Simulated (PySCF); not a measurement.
PySCF job for ethanethiol (C2H6S), SMILES CCS, ωB97X-D3(BJ)/def2-TZVP. 

```python
import numpy as np
from pyscf import gto, scf, dft
from pyscf.geomopt import geometric_solver

mol = gto.M(
    atom='''
    C    -1.44038861    0.77636084   -0.25664636
    C    -0.55066378   -0.43543716   -0.45003246
    S     1.05276291   -0.26059130    0.41359000
    H    -2.40653525    0.60404764   -0.72697449
    H    -0.99024901    1.66086090   -0.70414950
    H    -1.59679490    0.96675174    0.80265016
    H    -0.99981473   -1.32720662   -0.01441458
    H    -0.34318901   -0.62008876   -1.50414008
    H     1.43869061    0.83955396   -0.23033871
    ''',
    basis='def2-TZVP',
    charge=0,
    spin=0,
    max_memory=1600,
    verbose=3,
)
mf = dft.RKS(mol, xc='wb97x-d3bj').density_fit(auxbasis='def2-universal-jkfit')
mf.grids.level = 3
mf.conv_tol = 1e-9
mf.max_cycle = 100
mf.kernel()
grad = mf.nuc_grad_method()
grad.grid_response = mol.nao <= 150
conv, mol_eq = geometric_solver.kernel(grad, convergence_set='GAU_TIGHT', maxsteps=100)
print(mol_eq.tostring(format='xyz'))
mf.reset(mol_eq)
mf.kernel()
```

Program output:

```
converged SCF energy = -478.120016649591
[banner and settings of the optimiser left out]
Geometry optimization cycle 1
Cartesian coordinates (Angstrom)
 Atom        New coordinates             dX        dY        dZ
   C  -1.440389   0.776361  -0.256646    0.000000  0.000000  0.000000
   C  -0.550664  -0.435437  -0.450032    0.000000  0.000000  0.000000
   S   1.052763  -0.260591   0.413590    0.000000  0.000000  0.000000
   H  -2.406535   0.604048  -0.726974    0.000000 -0.000000  0.000000
   H  -0.990249   1.660861  -0.704149    0.000000  0.000000  0.000000
   H  -1.596795   0.966752   0.802650    0.000000  0.000000  0.000000
   H  -0.999815  -1.327207  -0.014415    0.000000  0.000000  0.000000
   H  -0.343189  -0.620089  -1.504140    0.000000  0.000000  0.000000
   H   1.438691   0.839554  -0.230339   -0.000000  0.000000  0.000000

WARN: Mole.unit (angstrom) is changed to Bohr

converged SCF energy = -478.120016649595
--------------- DFRKS_Scanner gradients ---------------
         x                y                z
0 C     0.0005518885     0.0027769303     0.0003008452
1 C    -0.0104093170    -0.0031161192    -0.0036678978
2 S     0.0047949699     0.0044256680     0.0001467853
3 H     0.0039132482    -0.0009937438     0.0018704735
4 H    -0.0005293323    -0.0024510533     0.0007499440
5 H     0.0005315171    -0.0012247697    -0.0023706811
6 H     0.0006054224     0.0017759192     0.0009999413
7 H     0.0022107330     0.0019800008     0.0003396473
8 H    -0.0016691473    -0.0031728243     0.0016309211
----------------------------------------------
cycle 1: E = -478.12001665  dE = -478.12  norm(grad) = 0.0156599
Step    0 : Gradient = 5.220e-03/1.147e-02 (rms/max) Energy = -478.1200166496
Hessian Eigenvalues: 2.30000e-02 2.30000e-02 5.00000e-02 ... 3.49656e-01 3.50129e-01 3.50943e-01

Geometry optimization cycle 2
Cartesian coordinates (Angstrom)
 Atom        New coordinates             dX        dY        dZ
[...]
   H  -1.734676   0.925582   0.733184   -0.000821 -0.000161 -0.001093
   H  -0.976525  -1.333153  -0.061539   -0.000301 -0.000178 -0.001071
   H  -0.245273  -0.603827  -1.482423    0.001468  0.000317  0.000055
   H   1.463815   0.853864  -0.074264   -0.000697  0.000291  0.003503
converged SCF energy = -478.120407701404
--------------- DFRKS_Scanner gradients ---------------
         x                y                z
0 C    -0.0000125569     0.0000206700    -0.0000033150
1 C     0.0000101319    -0.0000058788     0.0000116308
2 S    -0.0000014113     0.0000056422    -0.0000051945
3 H     0.0000083112    -0.0000036664     0.0000032136
4 H     0.0000021354    -0.0000059341     0.0000047848
5 H     0.0000004026    -0.0000048453    -0.0000036936
6 H    -0.0000041531     0.0000011898    -0.0000041491
7 H    -0.0000027922    -0.0000004599    -0.0000051892
8 H    -0.0000000659    -0.0000066844     0.0000018978
----------------------------------------------
cycle 25: E = -478.120407701  dE = -2.52443e-08  norm(grad) = 3.52294e-05
Step   24 : Displace = 3.922e-04/8.198e-04 (rms/max) Trust = 3.671e-04 (-) Grad = 1.204e-05/2.321e-05 (rms/max) E (change) = -478.1204077014 (-2.524e-08) Quality = 1.165
Hessian Eigenvalues: 4.27294e-04 2.22275e-03 3.60810e-03 ... 3.50292e-01 3.51234e-01 4.04270e-01

Geometry optimization cycle 26
Cartesian coordinates (Angstrom)
 Atom        New coordinates             dX        dY        dZ
   C  -1.461677   0.761607  -0.311625    0.000326  0.000245 -0.000568
   C  -0.511631  -0.420015  -0.440535   -0.000112 -0.000086 -0.000346
   S   1.002513  -0.244977   0.540953   -0.000925 -0.001255  0.001165
   H  -2.374407   0.586025  -0.888874    0.000405  0.000780 -0.000901
   H  -0.996087   1.676944  -0.685853    0.000778  0.000129 -0.000362
   H  -1.734637   0.925918   0.732542    0.000040  0.000336 -0.000642
   H  -0.977286  -1.333241  -0.062678   -0.000761 -0.000088 -0.001139
   H  -0.244484  -0.603511  -1.482594    0.000789  0.000316 -0.000171
   H   1.463296   0.853474  -0.071295   -0.000520 -0.000389  0.002969
converged SCF energy = -478.120407689371
--------------- DFRKS_Scanner gradients ---------------
         x                y                z
0 C     0.0000124310    -0.0000168924     0.0000033213
1 C    -0.0000079234     0.0000094830    -0.0000122978
2 S    -0.0000014056    -0.0000126773     0.0000060182
3 H    -0.0000069404     0.0000052077    -0.0000036633
4 H    -0.0000011706     0.0000069498    -0.0000028974
5 H    -0.0000006974     0.0000045147     0.0000043365
6 H     0.0000035828    -0.0000015913     0.0000033582
7 H     0.0000021055     0.0000005266     0.0000042509
8 H    -0.0000000079     0.0000044747    -0.0000024387
----------------------------------------------
cycle 26: E = -478.120407689  dE = 1.20335e-08  norm(grad) = 3.48656e-05
Step   25 : Displace = 5.640e-04/1.055e-03 (rms/max) Trust = 5.192e-04 (+) Grad = 1.110e-05/2.251e-05 (rms/max) E (change) = -478.1204076894 (+1.203e-08) Quality = -1.037
Not rejecting step - energy change meets convergence criteria
Hessian Eigenvalues: 5.34017e-04 2.72040e-03 3.59915e-03 ... 3.50864e-01 3.51995e-01 4.11665e-01

Geometry optimization cycle 27
Cartesian coordinates (Angstrom)
 Atom        New coordinates             dX        dY        dZ
   C  -1.461784   0.761522  -0.311441   -0.000107 -0.000085  0.000184
   C  -0.511585  -0.419991  -0.440416    0.000046  0.000024  0.000119
   S   1.002837  -0.244550   0.540551    0.000323  0.000427 -0.000402
   H  -2.374539   0.585727  -0.888564   -0.000132 -0.000298  0.000309
   H  -0.996350   1.676888  -0.685759   -0.000262 -0.000057  0.000093
   H  -1.734639   0.925809   0.732749   -0.000002 -0.000109  0.000208
   H  -0.977031  -1.333211  -0.062291    0.000255  0.000031  0.000387
   H  -0.244754  -0.603625  -1.482539   -0.000270 -0.000114  0.000055
   H   1.463440   0.853657  -0.072249    0.000144  0.000183 -0.000954
converged SCF energy = -478.120407697677
--------------- DFRKS_Scanner gradients ---------------
         x                y                z
0 C     0.0000008813     0.0000016341     0.0000004341
1 C    -0.0000007642     0.0000019479    -0.0000008079
2 S    -0.0000009604    -0.0000048928     0.0000008138
3 H    -0.0000001377     0.0000006747    -0.0000001878
4 H     0.0000002926     0.0000005448     0.0000002179
5 H     0.0000000321     0.0000001748     0.0000003046
6 H    -0.0000002277     0.0000000161    -0.0000002406
7 H     0.0000002861     0.0000002894     0.0000001552
8 H     0.0000005674    -0.0000003735    -0.0000007164
----------------------------------------------
cycle 27: E = -478.120407698  dE = -8.30596e-09  norm(grad) = 6.04384e-06
Step   26 : Displace = 1.690e-04/2.994e-04 (rms/max) Trust = 2.596e-04 (-) Grad = 6.644e-07/1.088e-06 (rms/max) E (change) = -478.1204076977 (-8.306e-09) Quality = 3.645
Hessian Eigenvalues: 5.69137e-04 2.85435e-03 4.13359e-03 ... 3.50693e-01 3.51321e-01 4.06274e-01

Geometry optimization cycle 28
Cartesian coordinates (Angstrom)
 Atom        New coordinates             dX        dY        dZ
   C  -1.461751   0.761533  -0.311494    0.000033  0.000011 -0.000053
   C  -0.511583  -0.420010  -0.440438    0.000002 -0.000019 -0.000022
   S   1.002785  -0.244630   0.540619   -0.000052 -0.000080  0.000068
   H  -2.374484   0.585766  -0.888660    0.000055  0.000039 -0.000095
   H  -0.996271   1.676885  -0.685786    0.000079 -0.000003 -0.000027
   H  -1.734648   0.925818   0.732685   -0.000009  0.000009 -0.000064
   H  -0.977082  -1.333219  -0.062354   -0.000051 -0.000009 -0.000063
   H  -0.244707  -0.603630  -1.482552    0.000047 -0.000005 -0.000013
   H   1.463341   0.853710  -0.071978   -0.000099  0.000052  0.000271
converged SCF energy = -478.120407696669
--------------- DFRKS_Scanner gradients ---------------
         x                y                z
0 C     0.0000002277     0.0000040130     0.0000002424
1 C     0.0000007862     0.0000004978    -0.0000004610
2 S    -0.0000008931    -0.0000049752    -0.0000003893
3 H     0.0000004641     0.0000000618     0.0000000857
4 H     0.0000005157    -0.0000000615     0.0000003395
5 H     0.0000000853    -0.0000001386     0.0000000083
6 H    -0.0000007017     0.0000000113    -0.0000003151
7 H    -0.0000002064     0.0000002373    -0.0000007240
8 H    -0.0000002755     0.0000003465     0.0000012232
----------------------------------------------
cycle 28: E = -478.120407697  dE = 1.00738e-09  norm(grad) = 6.82202e-06
Step   27 : Displace = 6.623e-05/1.554e-04 (rms/max) Trust = 3.671e-04 (+) Grad = 1.104e-06/1.912e-06 (rms/max) E (change) = -478.1204076967 (+1.007e-09) Quality = -4.683
Not rejecting step - energy change meets convergence criteria
Hessian Eigenvalues: 5.86981e-04 2.80731e-03 7.20017e-03 ... 3.50852e-01 3.51444e-01 4.06238e-01

Geometry optimization cycle 29
Cartesian coordinates (Angstrom)
 Atom        New coordinates             dX        dY        dZ
   C  -1.461766   0.761530  -0.311471   -0.000014 -0.000003  0.000023
   C  -0.511585  -0.419999  -0.440431   -0.000002  0.000011  0.000007
   S   1.002799  -0.244601   0.540599    0.000014  0.000028 -0.000021
   H  -2.374512   0.585751  -0.888612   -0.000028 -0.000015  0.000048
   H  -0.996309   1.676888  -0.685780   -0.000038  0.000003  0.000006
   H  -1.734638   0.925820   0.732714    0.000010  0.000002  0.000029
   H  -0.977062  -1.333215  -0.062336    0.000020  0.000004  0.000018
   H  -0.244722  -0.603620  -1.482547   -0.000015  0.000010  0.000005
   H   1.463393   0.853670  -0.072093    0.000052 -0.000040 -0.000115
converged SCF energy = -478.120407697043
--------------- DFRKS_Scanner gradients ---------------
         x                y                z
0 C     0.0000011837     0.0000023699     0.0000005854
1 C    -0.0000006024     0.0000016375    -0.0000009036
2 S    -0.0000014335    -0.0000048666     0.0000006214
3 H     0.0000000906     0.0000003997     0.0000000334
4 H     0.0000001164     0.0000002214     0.0000001972
5 H     0.0000001415     0.0000001394     0.0000000541
6 H     0.0000000542     0.0000002328    -0.0000002517
7 H     0.0000000566     0.0000002434     0.0000000704
8 H     0.0000003943    -0.0000003566    -0.0000004057
----------------------------------------------
cycle 29: E = -478.120407697  dE = -3.7403e-10  norm(grad) = 6.1882e-06
Step   28 : Displace = 3.313e-05/7.804e-05 (rms/max) Trust = 3.312e-05 (-) Grad = 3.799e-07/7.113e-07 (rms/max) E (change) = -478.1204076970 (-3.740e-10) Quality = 2.774
Hessian Eigenvalues: 5.94765e-04 2.80220e-03 8.73110e-03 ... 3.50791e-01 3.51423e-01 4.06164e-01

Geometry optimization cycle 30
Cartesian coordinates (Angstrom)
 Atom        New coordinates             dX        dY        dZ
   C  -1.461759   0.761532  -0.311481    0.000006  0.000002 -0.000010
   C  -0.511585  -0.420003  -0.440435   -0.000000 -0.000004 -0.000004
   S   1.002791  -0.244617   0.540610   -0.000009 -0.000016  0.000011
   H  -2.374501   0.585761  -0.888632    0.000012  0.000010 -0.000020
   H  -0.996293   1.676888  -0.685783    0.000016 -0.000000 -0.000002
   H  -1.734642   0.925821   0.732702   -0.000004  0.000001 -0.000012
   H  -0.977072  -1.333216  -0.062347   -0.000010 -0.000002 -0.000011
   H  -0.244714  -0.603622  -1.482549    0.000008 -0.000002 -0.000002
   H   1.463374   0.853680  -0.072043   -0.000019  0.000010  0.000050
converged SCF energy = -478.120407696857
--------------- DFRKS_Scanner gradients ---------------
         x                y                z
0 C     0.0000010582     0.0000025574     0.0000005060
1 C    -0.0000001122     0.0000015583    -0.0000008521
2 S    -0.0000011317    -0.0000050688     0.0000003212
3 H     0.0000000532     0.0000003793    -0.0000000614
4 H     0.0000002614     0.0000002783     0.0000001699
5 H     0.0000000667     0.0000001033     0.0000001412
6 H    -0.0000001920     0.0000000370    -0.0000001784
7 H     0.0000000076     0.0000002275    -0.0000001880
8 H     0.0000000290    -0.0000001092     0.0000001793
----------------------------------------------
cycle 30: E = -478.120407697  dE = 1.8639e-10  norm(grad) = 6.2227e-06
Step   29 : Displace = 1.236e-05/2.934e-05 (rms/max) Trust = 4.683e-05 (+) Grad = 1.086e-07/1.643e-07 (rms/max) E (change) = -478.1204076969 (+1.864e-10) Quality = -6.935
Hessian Eigenvalues: 5.94765e-04 2.80220e-03 8.73110e-03 ... 3.50791e-01 3.51423e-01 4.06164e-01
Converged! =D

9
XYZ from PySCF
C          -1.46175938        0.76153247       -0.31148100
C          -0.51158549       -0.42000265       -0.44043464
S           1.00279059       -0.24461706        0.54061001
H          -2.37450086        0.58576050       -0.88863218
H          -0.99629269        1.67688817       -0.68578263
H          -1.73464182        0.92582050        0.73270180
H          -0.97707220       -1.33321642       -0.06234699
H          -0.24471414       -0.60362170       -1.48254948
H           1.46337370        0.85367995       -0.07204316
converged SCF energy = -478.120407696848
```

Self-consistency was reached.

Cost: very roughly 3 core-minutes.
